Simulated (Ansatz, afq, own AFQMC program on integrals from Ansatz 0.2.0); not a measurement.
## TiH, quartet in def2-TZVP, levels against full CI

```yaml
atoms:
  - { symbol: Ti, position_ang: [0.0000, 0.0000, 0.0000] }
  - { symbol: H, position_ang: [0.0000, 0.0000, 3.2320] }
```

Basis def2-TZVP. Noble-gas cores (and the filled d shells of Ga–Kr and In–Xe) are frozen. Ansatz 0.2.0 and our own AFQMC program on the same integrals; the CISD trial comes from CCSD amplitudes, and released means the phaseless constraint is let go. ± is one standard error of the sampling. The metal's outer-core s and p shells are frozen, which shifts wave-function levels against functionals.

Determinant: ROHF, the one that the program's search chose, which needn't be the lowest solution. The geometry is a point of a scan.

Full CI on the same integrals is exact in this basis and with this determinant's frozen core.

Cautions: no relativity below Rb; outer-core shells of the metal frozen; lower spins were not checked; a spin-contaminated unrestricted determinant lies lower (UHF 206 meV lower, ⟨S²⟩ 3.90); strong correlation (T1 0.072, weight of the determinant 0.87, largest double 0.12); the released energies move by 1.5 errors or more from one time to the next, so no released level is given (meV from the phaseless value at times in 1/Eh: -5.8 ± 1.2 at 0.60, -8.2 ± 1.4 at 1.20, -14 ± 3 at 2.00, -8 ± 5 at 3.00, -15 ± 3 at 4.20); CCSDTQ on the UHF determinant differs (67 meV lower), by its state or its frozen core.

The T1 diagnostic is 0.0720 and the weight of the determinant in the CISD state is 0.866. The size of the correlated space is 5 electrons in 42 orbitals.

| level | correlation energy (eV) |
| --- | --- |
| MP2 | -1.0157 |
| CCSD | -1.4506 |
| CCSD(T) | -1.4931 |

Problem. Estimate where full CI lies against CCSD(T) on the same integrals.

Solution. 0.69 kcal/mol below CCSD(T).

Reference: full CI, correlation energy -1.523 eV. The cautions show a poor starting determinant, so the rows tell how each method copes with it here, and full CI is the sure value.

```
        level  E − E(reference) (kcal/mol)  share of correlation (%)
      CCSD(T)                         0.69                     98.03
        CCSDT                         0.07                     99.80
     CCSDT(Q)                         0.03                     99.91
       CCSDTQ                         0.00                    100.00
ph-AFQMC/CISD                  0.63 ± 0.03                     98.21
```

CCSDT and higher add their correlation energy to the determinant of the CCSD(T) run, since their own runs factorise the integrals more tightly (a shift of under 2 meV).
